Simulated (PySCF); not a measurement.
Beryllium: a sound run and one with changed settings

Sound run: Be [He] 2s2, Be⁺ [He] 2s1. Calculation: PySCF 2.14, in aug-cc-pVDZ; the non-relativistic Hamiltonian (point nucleus). In the sound run the correlated levels freeze 1s2. The sound run starts from symmetry-adapted Hartree-Fock orbitals and uses a fine grid where one is needed.

Changed run: initial guess minao, at most 50 SCF cycles, level shift 2.0 hartree.

| species | method | sound run (hartree) | changed run (hartree) | converged |
| --- | --- | --- | --- | --- |
| Be | UHF | -14.57238 | -14.57238 | yes |
| Be | PBE | -14.62770 | -14.62770 | no |
| Be | PBE0 | -14.63516 | -14.63516 | yes |
| Be | MP2 | -14.59815 | -14.57762 | yes |
| Be | CCSD(T) | -14.61690 | -14.61690 | yes |
| Be⁺ | UHF | -14.27563 | -14.27563 | yes |
| Be⁺ | PBE | -14.29548 | -14.29548 | yes |
| Be⁺ | PBE0 | -14.30398 | -14.30398 | yes |

Ionisation energy of Be:

```csv
method,sound run (eV),changed run (eV)
UHF,8.075,8.075
PBE0,9.012,9.012
MP2,8.776,8.217
SCS-MP2,8.916,8.246
CCSD,9.286,9.286
CCSD(T),9.286,9.286
CCSDT,9.286,9.286
FCI,9.286,9.286
```

A level shift leaves the converged SCF energy unchanged but raises the virtual orbital energies, which shrinks MP2 if it is not removed.

For comparison, NIST gives 9.323 eV between the lowest levels.
